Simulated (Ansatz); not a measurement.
Relaxing Tl2Ge

Computed with DFT PBE, scalar-relativistic, plane waves, PAW (Ansatz). Cutoff 420 eV, Γ-centred k mesh, Gaussian smearing, no spin polarisation in the final step.

The start puts Tl2Ge on the anatase structure type (I4_1/amd, No. 141), with Ge in place of Ti, Tl in place of O, at a guessed volume.

```xyz
6
Lattice="-2.5081 2.5081 6.3045 2.5081 -2.5081 6.3045 2.5081 2.5081 -6.3045" Properties=species:S:1:pos:R:3 pbc="T T T"
Tl    0.0000    0.0000    2.6050
Tl    0.0000    2.5081    5.7573
Tl    0.0000    2.5081    0.5472
Tl    0.0000    0.0000   10.0040
Ge    0.0000    0.0000    0.0000
Ge    0.0000    2.5081    3.1522
```

Cell and atoms relax at zero pressure; the relaxation can't lower the symmetry of the start. After a coarse first stage the cell is made exact in the group found at 0.06 Å.

Formation energies are uncorrected and refer to the elements' standard structures at the same level.

(1) Which crystal results?

(2) What are its volume, energy, density and gap?

## Answers

(1) It keeps I4_1/amd (No. 141). The result has the anatase structure. Conventional cell: a = 5.683 Å, c = 13.966 Å. Tl has 3 Ge at 2.89–2.98 Å; Ge is coordinated by 6 Tl at 2.89–2.98 Å.

```xyz
6
Lattice="-2.8416 2.8416 6.9832 2.8416 -2.8416 6.9832 2.8416 2.8416 -6.9832" Properties=species:S:1:pos:R:3 pbc="T T T"
Tl    0.0000    0.0000    2.9826
Tl    0.0000    2.8416    6.4742
Tl    0.0000    2.8416    0.5090
Tl    0.0000    0.0000   10.9839
Ge    0.0000    0.0000    0.0000
Ge    0.0000    2.8416    3.4916
```

(2) The volume per atom is 37.59 Å³ and the density is 7.09 g/cm³. The energy over the elements is 0.31 eV/atom and the gap on the 10×10×10 mesh is 0 eV (a metal).

The final run used a 10×10×10 mesh on its 6-atom cell and 0.10 eV smearing. The k mesh leaves about 4 meV/atom of noise in metals. Spin–orbit coupling is left out. A structure relaxed within its symmetry needn't be a true minimum.

Cost: 3 runs of about 15 core-minutes in all, on Arm Neoverse N1 (shared hosts).